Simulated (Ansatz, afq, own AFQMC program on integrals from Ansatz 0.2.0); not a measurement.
# NH₃, singlet: AFQMC among the cluster methods

```xyz
4

N     0.0163    0.0283   -0.0796
H     0.9545    0.0414    0.3008
H    -0.4666    0.8366    0.2925
H    -0.7146   -1.2717    0.5133
```

Basis 6-31G. Only valence electrons are correlated. Ansatz 0.2.0 and our own AFQMC program on the same integrals; the CISD trial comes from CCSD amplitudes, and released means the phaseless constraint is let go. Error bars are statistical, one sigma.

Determinant: RHF, the one that the program's search chose, which needn't be the lowest solution. The geometry is a point of a scan.

Full CI on the same integrals is exact in this basis and with this determinant's frozen core.

Cautions: higher spins were not checked; restricted determinant unstable towards unrestricted (UHF 218 meV lower, ⟨S²⟩ 0.42).

The T1 diagnostic is 0.0145. The weight of the determinant in the CISD state is 0.906 and the size of the correlated space is 8 electrons in 14 orbitals.

| level | correlation energy (eV) |
| --- | --- |
| MP2 | -3.6334 |
| CCSD | -4.2013 |
| CCSD(T) | -4.2892 |

(1) Estimate where AFQMC with the constraint released lies against CCSD(T) on the same integrals.

(1) 0.35 ± 0.04 kcal/mol below CCSD(T).

Reference: full CI, correlation energy -4.307 eV. The released energy is read at 2.40 1/Eh (meV from the phaseless value at times in 1/Eh: 3 ± 3 at 0.24, 4 ± 3 at 0.51, 0 ± 3 at 0.99, 2 ± 3 at 1.62, 2.8 ± 1.9 at 2.40).

| level | E − E(reference) (kcal/mol) | share of correlation (%) |
| --- | --- | --- |
| CCSD(T) | 0.41 | 99.59 |
| CCSDT | 0.30 | 99.70 |
| CCSDT(Q) | 0.00 | 100.00 |
| CCSDTQ | 0.03 | 99.97 |
| ph-AFQMC/HF | 1.16 ± 1.01 | 98.83 |
| ph-AFQMC/CISD | -0.01 ± 0.10 | 100.01 |
| released AFQMC | 0.06 ± 0.04 | 99.94 |

CCSDT and higher add their correlation energy to the determinant of the CCSD(T) run, since their own runs factorise the integrals more tightly (a shift of under 2 meV). A walk keeps the symmetry of its determinant, which the program's search chose and which needn't be the lowest solution, so a lower state of the same spin and another symmetry isn't excluded. Released energies are given only where the last usable release times agree within the noise; a slower fall can still hide under it.
